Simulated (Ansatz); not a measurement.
# CH2S2: harmonic frequencies at the relaxed geometry from a Python script

At which frequencies does CH2S2 vibrate? The task is harmonic frequencies at the relaxed geometry, for CH2S2.

Program: Ansatz 0.2.0 through its Python package. Level of theory: B3LYP/cc-pVDZ. These are calculated values, not measurements.

### 1 Starting point

Bond lengths: S1–C2 1.670 Å, C2–S3 1.756 Å, C2–H4 1.102 Å, S3–H5 1.340 Å. Angles: S1–C2–S3 122.6°, S1–C2–H4 122.0°, S3–C2–H4 115.5°, C2–S3–H5 97.0°.

The script holds or builds the structure itself.

### 2 Script

freq_ch2s2.py

```python
"""Vibrations of CH2S2."""

import argparse
import itertools

import ansatz as az
from ase.data import atomic_numbers, covalent_radii
import numpy as np

parser = argparse.ArgumentParser(description="Vibrations of CH2S2.")
parser.add_argument("--basis-set", default="cc-pVDZ", help="basis")
parser.add_argument("--xc", required=True, help="exchange-correlation functional")
args = parser.parse_args()

mol = (
    az.Crystal.molecule()
    .atom("S", (-1.9021, -0.847, 0.207))
    .atom("C", (-0.4838, -0.0221, -0.1039))
    .atom("S", (1.0467, -0.4604, 0.6362))
    .atom("H", (-0.4483, 0.8384, -0.7916))
    .atom("H", (1.7876, 0.4911, 0.0523))
)

base = (
    mol.calculation()
    .basis(gaussian=args.basis_set)
    .functional(args.xc)
)
symbols = [site.symbol for site in mol.cartesian_sites]
start = np.array([site.position_ang for site in mol.cartesian_sites], dtype=float)
summary = base.relax(force_tolerance=0.003, max_steps=100).run(threads=1).report
end = np.array(summary["positions_ang"])

# pairs closer than 1.2 times the sum of covalent radii, before or after
radius = [covalent_radii[atomic_numbers[s]] for s in symbols]
span = lambda where, i, j: np.linalg.norm(where[i] - where[j])
bonded = [(i, j) for i, j in itertools.combinations(range(len(symbols)), 2) if min(span(start, i, j), span(end, i, j)) < 1.2 * (radius[i] + radius[j])]
print("pair        before    after (A)")
for i, j in bonded:
    print(f"{symbols[i]}{i}-{symbols[j]}{j}".ljust(10), f"{span(start, i, j):8.4f} {span(end, i, j):8.4f}")
for first, second in list(itertools.combinations(bonded, 2)):
    shared = set(first) & set(second)
    if shared and symbols[(j := shared.pop())] != "H":
        i, k = sorted((set(first) | set(second)) - {j})
        u, v = end[i] - end[j], end[k] - end[j]
        angle = np.degrees(np.arccos(np.clip(u @ v / np.linalg.norm(u) / np.linalg.norm(v), -1, 1)))
        print(f"final angle {symbols[i]}{i}-{symbols[j]}{j}-{symbols[k]}{k}: {angle:.2f} deg")

# frequencies need a stationary point, so they are taken at the relaxed geometry
minimum = az.Crystal.molecule()
for symbol, place in zip(symbols, end):
    minimum = minimum.atom(symbol, place.tolist())
vibrating = (
    minimum.calculation()
    .basis(gaussian=args.basis_set)
    .functional(args.xc)
    .phonons(temperatures=(298.15, 498.15, 100))
)
vib = vibrating.run(threads=1).report["vibrations"]
sums = vib["harmonic_sums"]
modes = [m["omega_inv_cm"] for m in sums["modes_at_gamma"] if m["rigid_motion"] == "no"]
for number, w in enumerate(modes, start=1):
    print(f"mode {number:2d} {w:9.1f} 1/cm {w / 8065.544 * 1000:8.2f} meV")
print("imaginary modes:", sum(w < 0 for w in modes), " zero-point energy:", round(sums["zero_point_energy_ev"], 4), "eV")
print("T (K)   F_vib (eV)   S_vib (meV/K)   C_vib (meV/K)")
for row in zip(sums["temperatures_k"], sums["vibrational_free_energy_ev"], vib["entropy_ev_per_k"], vib["heat_capacity_ev_per_k"]):
    print(f"{row[0]:6.1f} {row[1]:11.4f} {1000 * row[2]:13.4f} {1000 * row[3]:15.4f}")
```

### 3 The input behind the calls

The package turns the script's settings into the engine's input (first run):

```yaml
crystal:
  periodic: [false, false, false]
  atoms:
    - { symbol: S, position_ang: [-1.9021, -0.847, 0.207] }
    - { symbol: C, position_ang: [-0.4838, -0.0221, -0.1039] }
    - { symbol: S, position_ang: [1.0467, -0.4604, 0.6362] }
    - { symbol: H, position_ang: [-0.4483, 0.8384, -0.7916] }
    - { symbol: H, position_ang: [1.7876, 0.4911, 0.0523] }
basis:
  gaussian:
    orbitals: cc-pVDZ
hamiltonian:
  xc: b3lyp
relax:
  f_tol: 0.003
  max_steps: 100
```

### 4 Launch

Launch:

```
python freq_ch2s2.py --xc b3lyp
```

**Question.** What results will this script give? Wanted: moves of the relaxation of run 1; energy gained in run 1; last largest force component of run 1; highest frequency; imaginary modes; zero-point energy.

As calculated:

| quantity | value |
| --- | --- |
| runs compared | 2 |
| moves of the relaxation of run 1 | 4 |
| energy gained in run 1 | 0.035 eV |
| last largest force component of run 1 | 0.0009 eV/Å |
| highest frequency | 3090 cm⁻¹ |
| imaginary modes | 0 |
| zero-point energy | 0.694 eV |

Run 1: After 4 moves the largest shift is 0.023 Å. All frequencies are real, so the geometry is a minimum. The values are harmonic; measured fundamentals also hold anharmonic shifts, mostly downward for stretches. The frequencies are harmonic and unscaled, in a modest basis. The result belongs to the one conformer reached from this start, and soft torsions count as harmonic oscillators.
